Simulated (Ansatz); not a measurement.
**One arrangement of a pair**

The pair of HCl (SMILES Cl, atoms 1–2) and CH4S (SMILES CS, atoms 3–8), both closed shells, in one local arrangement (a lower one may exist), relaxed at PBE0-D4/def2-TZVP:

```json
{"atom": "Cl1", "x (Å)": "-0.0280", "y (Å)": "-0.7039", "z (Å)": "-2.7776"}
{"atom": "H2", "x (Å)": "0.6165", "y (Å)": "-0.3967", "z (Å)": "-1.6766"}
{"atom": "C3", "x (Å)": "-0.5025", "y (Å)": "0.4691", "z (Å)": "0.7735"}
{"atom": "S4", "x (Å)": "1.2255", "y (Å)": "0.1060", "z (Å)": "0.3903"}
{"atom": "H5", "x (Å)": "-1.1737", "y (Å)": "-0.1563", "z (Å)": "0.1867"}
{"atom": "H6", "x (Å)": "-0.6607", "y (Å)": "1.5109", "z (Å)": "0.4962"}
{"atom": "H7", "x (Å)": "-0.6973", "y (Å)": "0.3529", "z (Å)": "1.8380"}
{"atom": "H8", "x (Å)": "1.2202", "y (Å)": "-1.1819", "z (Å)": "0.7696"}
```

Ansatz 0.2.0; basis: def2-TZVPPD, with def2-QZVPPD for the basis limit; cores frozen in the correlated methods. B3LYP uses VWN-RPA correlation. Extrapolation: Hartree–Fock as exp(−7.88 √X), correlation as X^−2.97. Interaction energies count from these two fragments, frozen as in the pair, with the counterpoise correction; negative means bound.

**Question.** What is the interaction energy by CCSD(T) at an estimated basis limit (MP2 extrapolated from triple and quadruple zeta, plus CCSD(T) − MP2 in triple zeta)? (To be estimated.)

**Answer.** Computed: -4.93 kcal/mol. Hartree–Fock alone gives -0.59 kcal/mol at the basis limit. It counts from the two fragments frozen as in the pair.

The same quantity by other methods in triple zeta, and each one's difference from that estimate:
```
   method  E_int (kcal/mol)  difference
   PBE-D4             -7.23       -2.30
revPBE-D4             -6.61       -1.68
  BLYP-D4             -6.21       -1.28
r2SCAN-D4             -6.62       -1.69
   B97M-V             -5.51       -0.58
  PBE0-D4             -6.54       -1.61
 B3LYP-D4             -5.94       -1.01
 HSE06-D4             -6.56       -1.63
  wB97X-V             -5.11       -0.18
  wB97M-V             -4.96       -0.03
   B2PLYP             -4.37        0.56
       HF             -0.62        4.31
      MP2             -5.15       -0.22
     CCSD             -3.44        1.49
  CCSD(T)             -4.14        0.79
```
Differences are method less estimate.

**Question.** Which atoms make the shortest contact between the fragments?

**Answer.** H2 and S4, 2.21 Å apart.

Energy to bend the free fragments (PBE0-D4 minima) into their shapes in the pair, CCSD(T)/def2-TZVPPD: HCl 0.48 kcal/mol; CH4S 0.01 kcal/mol. This must be added to the interaction energy to get the binding energy from relaxed fragments.

Basis-set superposition shift (counterpoise-corrected less uncorrected): CCSD(T) 0.82; MP2 0.80; HF 0.09; PBE0-D4 0.12; wB97M-V 0.12 kcal/mol.

T1 diagnostic: at most 0.010.

For scale, one of the runs: CCSD(T)/def2-TZVPPD, 224 basis functions, launched by `ansatz run in.yaml --threads 4 --pin off --events-out ev --progress --plain --max-ram 9574MiB`. Time: 42 s of wall clock on 4 CPU threads of an Arm Neoverse V1; the host was shared. Peak host memory: 3.4 GiB.
